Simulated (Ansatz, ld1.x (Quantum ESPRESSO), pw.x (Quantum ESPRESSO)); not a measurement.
## From atom to crystal: ultrasoft potential for N (Z = 7)

| Quantity | Value |
| --- | --- |
| Element | N (Z = 7) |
| Generator | ld1.x (Quantum ESPRESSO) 7.5 |
| Type | ultrasoft |
| Functional | PBEsol |
| Relativity | scalar-relativistic |
| Frozen core | [He] |
| Valence charge | 5 |
| Reference configuration | 2s2 2p3 |
| Partial waves | 2s (bound): rcut 0.60, rcutus 0.75 bohr; 2s channel at 3.6 Ry: rcut 0.60, rcutus 0.75 bohr; 2p (bound): rcut 1.90, rcutus 2.15 bohr; 2p channel at -0.1 Ry: rcut 1.90, rcutus 2.15 bohr |
| Local potential | all-electron potential smoothed inside 1.85 bohr (lloc = -1) |
| Core correction | a·sin(br)/r model core inside 0.75 bohr |
| Augmentation charge | PSQ, inside the norm-conserving radii |

Crystal test: bcc N in pw.x 7.5, no spin, 18³ k-points, Fermi–Dirac smearing 0.01 Ry, cutoffs 100/800 Ry. The reference is all-electron LAPW (Ansatz 0.2.0) with the same functional, mesh and smearing; V0 and B0 come from Birch–Murnaghan fits to the pressures at five volumes. Errors are pseudo minus all-electron; Δ is the rms difference of the E(V) curves that follow from these fits, minima aligned, over ±6 % about the mean V0. Mesh and smearing are coarse, so the numbers serve the comparison and aren't converged zero-temperature values; the lattice is a test structure that the element need not adopt. Spin polarisation is left out.

All-electron: a0 = 2.395 Å (V0 = 6.87 Å³/atom), B0 = 214.6 GPa.

Problem. How far does the potential miss the all-electron equation of state?

Solution. mean pressure error (GPa): +53.77. The pressure does not cross zero within the volumes sampled, so no fit is given. The largest radius (2.15 bohr) exceeds half the bond length (1.96 bohr), so the spheres overlap, which is one possible source of error among others. This is a poor potential for the solid.

```csv
V (Å³/atom),P all-electron (GPa),P pseudo (GPa)
6.552,11.27,77.84
6.725,4.87,64.28
6.897,-0.77,52.29
7.069,-5.74,41.69
7.242,-10.12,32.30
```

Problem. At the middle volume, how do free energy and pressure move when the wave cutoff is lowered (ecutrho held at 800 Ry)?

Solution.

| cutoff (Ry) | shift of F (meV/atom) | shift of P (GPa) |
| --- | --- | --- |
| 45 | +552.7 | -41.57 |
| 60 | +94.3 | -11.86 |
| 80 | +2.7 | -0.79 |

The run at the middle volume (195 k-points, 7 iterations) took about 10 s on one core of a shared host (Intel(R) Xeon(R) Platinum 8488C, 192 threads, 1488 GiB, load 82).
